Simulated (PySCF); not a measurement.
## TDDFT beside published excitation energies

Published values to compare with (the computed states carry no symmetry labels, so the two lists aren't matched line by line):

```csv
state,E (eV),f,kind of transition,source
3Σ+(π→π*),3.47,,vertical absorption,[1]
3Δ(π→π*),4.22,,vertical absorption,[1]
1Σ-(π→π*),4.84,,vertical absorption,[1]
1Δ(π→π*),5.15,,vertical absorption,[1]
```

[1] computed, theoretical best estimate (aug-cc-pVTZ, frozen core, CC3 geometry), gas; Veril, Scemama, Caffarel, Lipparini, Boggio-Pasqua, Jacquemin, Loos, WIREs Comput. Mol. Sci. 2021, 11, e1517 (QUESTDB)

Phosphaethyne, CHP.
InChI=1S/CHP/c1-2/h1H

Computed with TDDFT CAM-B3LYP/aug-cc-pVTZ, vertical, gas phase, core orbitals frozen in the response (PySCF 2.14.0, density-fitted response routines). Geometry: PBE0-D3(BJ)/def2-TZVP; no solvent, vibrations or thermal averaging.

Computed singlets: 4.39 eV (f 0.000); 4.73 eV (f 0.000 summed over 2 states); 7.27 eV (f 0.100 summed over 2 states); 7.40 eV (f 0.161 summed over 2 states); 7.63 eV (f 0.494); 7.87 eV (f 0.034 summed over 2 states). Computed triplets (Tamm–Dancoff): 3.39, 3.80, 3.80 eV.

Question: How does the lowest computed singlet compare with the best estimate listed for the lowest singlet (vertical absorption)?

Answer: 4.39 eV against 4.84 eV for 1Σ-(π→π*) [1]: a difference of -0.45 eV. Geometry and basis of the two calculations needn't be the same.

Question: How does the lowest computed triplet compare with the best estimate listed for the lowest triplet (vertical absorption)?

Answer: 3.39 eV against 3.47 eV for 3Σ+(π→π*) [1]: a difference of -0.08 eV. Geometry and basis of the two calculations needn't be the same.
